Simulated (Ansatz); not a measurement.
## CHS2+: structure from calculated spectroscopic constants

These gas-phase data were calculated for one isomer of CHS2+ at B3LYP-D4/def2-TZVP (harmonic, unscaled wavenumbers; equilibrium rotational constants with average atomic masses):

- rotational constants: 26.16, 6.283, 5.066 GHz
- all wavenumbers above 1500 cm⁻¹: 3202

Candidates:

(1) `S=C=[SH+]`, a singlet
(2) `C1=[S+]S1`, a singlet

Problem. Which candidate do the data belong to?

Solution. Candidate (2). No mode falls between 2500 and 2800 cm⁻¹, where the S–H stretch of (1) would stand.

The same quantities for all candidates:

```tsv
	rotational constants (GHz)	wavenumbers above 1500 cm⁻¹	E above the lowest, B3LYP-D4/def2-TZVP (kcal/mol)
(1)	281, 3.141, 3.106	2567, 1569	0.0
(2)	26.16, 6.283, 5.066	3202	22.9
```

Harmonic stretches to hydrogen usually lie a few per cent above observed fundamentals. Each candidate is one conformer. Programs: Ansatz 0.2.0.
